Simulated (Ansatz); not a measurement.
**Cost against result**

Saddle point of CH₄FO (charge -1), closed shell ([CH₃F ([CH3][F]) + OH]⁻ → [CH₄O ([CH3][OH]) + F]⁻; bonds formed: C2–O3; bonds broken: F1–C2), PBE0-D4/def2-TZVPD structure:

F1  (-0.978, -1.003, 1.614)
C2  (-0.260, -0.155, 0.266)
O3  (0.500, 0.835, -1.299)
H4  (-1.203, 0.186, -0.118)
H5  (0.179, -1.049, -0.139)
H6  (0.313, 0.493, 0.902)
H7  (1.448, 0.693, -1.227)
(Å)

Barriers are electronic and count from the start structure reached by relaxing down the imaginary mode.

Program: Ansatz 0.2.0. Basis: as named in each row. Cores are frozen in the correlated methods. B3LYP uses VWN-RPA correlation. Extrapolation: Hartree–Fock as exp(−7.88 √X), correlation as X^−2.97.

Times are rough, for one single point on 2 threads of a shared host (AMD EPYC 7R43).

The estimate by CCSD(T) at an estimated basis limit (MP2 extrapolated from triple and quadruple zeta, plus CCSD(T) − MP2 in triple zeta) is 11.03 kcal/mol.

```
      method        basis  time (s)  barrier (kcal/mol)  method less estimate
       SPW92  def2-TZVPPD         2                4.12                 -6.90
      PBE-D4  def2-TZVPPD         3                4.36                 -6.67
     BLYP-D4  def2-TZVPPD         4                3.99                 -7.04
     PBE0-D4  def2-TZVPPD         4                9.07                 -1.95
    BHLYP-D4  def2-TZVPPD         4               12.49                  1.47
    B3LYP-D4  def2-TZVPPD         4                7.90                 -3.12
CAM-B3LYP-D4  def2-TZVPPD         4               10.15                 -0.88
   r2SCAN-D4  def2-TZVPPD         5                5.97                 -5.06
  r2SCAN0-D4  def2-TZVPPD         6                9.93                 -1.10
    PBE-QIDH  def2-TZVPPD         7               11.55                  0.53
      B2PLYP  def2-TZVPPD         8                9.12                 -1.91
  RPA on PBE  def2-TZVPPD         8                9.45                 -1.58
      B97M-V  def2-TZVPPD        10                9.10                 -1.93
     wB97X-V  def2-TZVPPD        10               11.03                  0.00
     wB97M-V  def2-TZVPPD        10               10.42                 -0.61
         MP2  def2-QZVPPD        24               11.77                  0.75
     CCSD(T)  def2-TZVPPD        87               11.18                  0.16
```

All methods are single points on the PBE0-D4 structures.

T1 diagnostic: at most 0.021.

Labels in which every atom is bracketed show which atoms are joined, not bond orders.
